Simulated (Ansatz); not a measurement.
H$_{2}$Si–N, doublet: reading a ladder of total energies

Geometry: that of the H2Si–N, quartet, kept fixed.

| atom | x (Å) | y (Å) | z (Å) |
| --- | --- | --- | --- |
| Si | 0.0000 | 0.0000 | 0.5558 |
| N | 0.0000 | 0.0000 | -1.2927 |
| H | 0.0000 | 1.3020 | 1.2391 |
| H | 0.0000 | -1.3020 | 1.2391 |

Basis cc-pVDZ; Ansatz 0.2.0. Only valence electrons are correlated (noble-gas cores frozen), which leaves 11 electrons in 36 orbitals. R marks a restricted (for open shells ROHF) determinant.

Full CI isn't at hand for all of this; RCCSDT(Q) serves as the reference, and is uncertain by about the last step of the cluster series.

Runs differ by some tens of microhartree through their thresholds and, for an open shell, their frozen cores, so steps under 0.03 kcal/mol mean nothing.

| level | total energy (hartree) |
| --- | --- |
| RHF | -344.404777 |
| RMP2 | -344.656838 |
| RCCSD | -344.687596 |
| RCCSD(T) | -344.701199 |
| RCCSDT | -344.702817 |
| RCCSDT(Q) | -344.704418 |

Task: What is the correlation energy at RCCSDT(Q), and what share of it do RMP2 and RCCSD(T) recover?

Result: E(corr) = -344.704418 − (-344.404777) = -0.299641 hartree = -8.154 eV. RMP2: -0.252061 / -0.299641 = 84.12 %. RCCSD(T): -0.296422 / -0.299641 = 98.93 %.

Task: By how many kcal/mol does RCCSD(T) miss RCCSDT(Q) (1 hartree = 627.509 kcal/mol), and which steps make up the rest?

Result: -344.701199 − (-344.704418) = 0.003219 hartree = 2.02 kcal/mol. Steps: RCCSDT − RCCSD(T) = -1.02, RCCSDT(Q) − RCCSDT = -1.00 kcal/mol. With more than one leading determinant such errors change with state and geometry, and needn't cancel in differences.
